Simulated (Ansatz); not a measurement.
# B₂+ (doublet): from Hartree-Fock to the top rungs, cc-pVTZ

How much of the correlation energy of B₂+ (doublet) does each wave-function method recover here?

The runs use Ansatz 0.2.0, Gaussian basis; cc-pVTZ, core rule «outside noble gas», up to 2 orbitals frozen.

Plan: UHF; CCSD(T) on ROHF; CCSD(T) on UHF; BCCD(T) on ROHF; CISD; CCSDT(Q) on ROHF; CCSDT(Q) on UHF; CASSCF and MRCISD+Q, 5 electrons in 8 orbitals; CASSCF and NEVPT2, 5 electrons in 8 orbitals; Full CI.

17 further runs of the same task are left out: 1 for a known fault of the program, 5 that didn't finish, 11 set aside as unsound or not needed.

**1. The system**

The geometry is a PBE0/def2-TZVP stationary point (not a proven minimum) of the parent state, kept for this charge and spin.

2 atoms, charge 1, spin multiplicity 2.

Atoms are counted from 1 here; the program's logs count them from 0.

Bond lengths: B1–B2 1.562 Å.

**2. UHF**

Input file in.yaml:

```yaml
crystal:
  periodic: [false, false, false]
  atoms:
    - {symbol: B, position_ang: [0.000000, 0.000000, 0.000000]}
    - {symbol: B, position_ang: [0.000000, 0.000000, 1.561787]}
basis:
  gaussian: {orbitals: cc-pVTZ}
total_charge: 1
magnetization: {spin_polarized: true, initial_magnetization: 1}
hamiltonian: {xc: hf}
output: {orbitals: {seedname: orbitals}}
```

On the command line:

```
> ansatz run in.yaml --threads 1 --pin off --events-out ev --progress --plain --max-ram 2393MiB
```

Further steps of the session: CCSD(T) on ROHF; CCSD(T) on UHF; BCCD(T) on ROHF; CISD; CCSDT(Q) on ROHF; CCSDT(Q) on UHF; CASSCF and MRCISD+Q, 5 electrons in 8 orbitals; CASSCF and NEVPT2, 5 electrons in 8 orbitals; Full CI.

**Question.** What will the summary of the whole plan be? Wanted: FCI below the RHF energy; RMP2 from FCI; UMP2 from FCI; RCCSD from FCI; RCCSD(T) from FCI; UCCSD(T) from FCI; RCCSDT(Q) from FCI; UCCSDT(Q) from FCI; NEVPT2 valence from FCI.

As calculated:

```
                         quantity                                                   value
         FCI below the RHF energy                                              -5.0423 eV
                    RMP2 from FCI                                         +34.66 kcal/mol
                    UMP2 from FCI                                         +27.27 kcal/mol
                   RCCSD from FCI                                          +9.85 kcal/mol
                RCCSD(T) from FCI                                          +1.33 kcal/mol
                UCCSD(T) from FCI                                          +5.16 kcal/mol
               RCCSDT(Q) from FCI                                          +0.03 kcal/mol
               UCCSDT(Q) from FCI                                          -0.06 kcal/mol
          NEVPT2 valence from FCI                                          +7.14 kcal/mol
        MRCISD+Q valence from FCI                                          +0.28 kcal/mol
levels within 1 kcal/mol (43 meV)  RCCSDT, UCCSDT, RCCSDT(Q), UCCSDT(Q), MRCISD+Q valence
                    T1 diagnostic                                                   0.043
   effectively unpaired electrons                                                    1.80
```

**Reading.** RCCSD(T) misses by +1.33 kcal/mol, 1.1 % of the correlation energy. CCSD(T) misses by +1.33 kcal/mol on the restricted determinant and by +5.16 kcal/mol on the unrestricted one; the two need not hold the same state or core. UCCSDT(Q) falls below full CI: unrestricted runs freeze a spin-polarised core, another one than full CI's, and coupled cluster isn't variational. The occupations show strong static correlation (1.8 unpaired electrons where one determinant has 1). Coupled cluster on one determinant still stays close here. Of the multireference levels listed MRCISD+Q valence comes nearest in total energy (+0.28 kcal/mol), which doesn't show that its space is the better one. Coupled cluster took another determinant than the lowest Hartree-Fock one. These misses are within one basis, not against nature; the frozen cores of restricted and unrestricted runs differ, which can shift their rows.
